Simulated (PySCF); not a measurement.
**From computed data to an observable: chemical shift, span and skew from a shielding tensor**

ethanol (C2H6O), SMILES C(C)O. Atoms are numbered in the order given.

```xyz
9

C     -1.2026     0.1412     0.2462
C      0.0688    -0.4315    -0.3570
O      1.2325     0.3079     0.0027
H     -2.0772    -0.4203    -0.0908
H     -1.3277     1.1856    -0.0433
H     -1.1760     0.0895     1.3383
H      0.1808    -1.4866    -0.0769
H      0.0264    -0.3871    -1.4462
H      1.3164     0.2972     0.9623
```

Coordinates come from a B3LYP-D3(BJ)/def2-TZVP optimisation. One conformer was computed; it need not be the lowest.

GIAO shieldings from PBE/pcSseg-1 in PySCF, non-relativistic, no solvent. The symmetric part of the tensor of C2 has the principal values 84.0, 102.5, 160.7 ppm. The same nucleus in TMS has σ = 182.0 ppm at this level (PySCF, at its B3LYP-D3(BJ)/def2-TZVP geometry).

Problem. Work out the isotropic shielding, the ¹³C shift against TMS, the span and the skew.

Solution. 
σ(iso) = (σ11 + σ22 + σ33)/3 = 115.7 ppm. δ = σ(ref) − σ(iso) = 182.0 − (115.7) = 66.3 ppm.
Span Ω = σ33 − σ11 = 76.7 ppm. Skew κ = 3(σ(iso) − σ22)/Ω = 0.52. Tumbling in solution averages the tensor to δ; in a static solid the shielding alone would spread this spin-1/2 line over Ω.
